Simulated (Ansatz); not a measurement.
**BH3O (SMILES BO): methods side by side**

The species is BH3O (5 atoms), meant as a singlet with charge 0. As SMILES, `BO`. Geometry: relaxed at PBE0-D4/def2-TZVP.

```xyz
5

B    -0.2266   -0.3528    0.0747
O     0.4135    0.8018    0.3459
H    -0.8203   -0.8655    0.9778
H    -0.1906   -0.8289   -1.0281
H     0.8740    1.1718   -0.4117
```

Quantity: the vertical energy of the triplet above the singlet, in eV. The values are calculated.

```tsv
level	kind	program	value (eV)	less FCI/STO-3G	CPU time (all runs)
SVWN5/STO-3G	LDA	Ansatz	6.78	-1.05	1.2 s
BLYP/STO-3G	GGA	Ansatz	6.83	-1.00	1.9 s
PBE/STO-3G	GGA	Ansatz	6.81	-1.02	2 s
revPBE/STO-3G	GGA	Ansatz	6.84	-0.99	1.9 s
B3LYP/STO-3G	global hybrid	Ansatz	7.06	-0.77	2.1 s
wB97M-V/STO-3G	range-separated hybrid	Ansatz	7.45	-0.38	29 s
BCCD(T)/STO-3G	coupled cluster or CI	Ansatz	7.82	-0.01	0.36 s
CCSD/STO-3G	coupled cluster or CI	Ansatz	7.75	-0.08	0.27 s
FCI/STO-3G	exact in the basis	Ansatz	7.83	0.00	2.9 s
```

FCI/STO-3G is exact within its basis and frozen core, so for wave-function methods in that basis the difference is their error; functionals converge differently with the basis, so for them it is only a difference. The values span 6.78 to 7.83 eV. A triplet this far above the singlet is often a Rydberg-like or dissociative state; sets without diffuse functions put Rydberg states too high. All rows use very small basis sets, so even the best lies far from the true value. CPU times are rough (shared hosts, several kinds of processor): they show what a rung costs within a factor of a few.
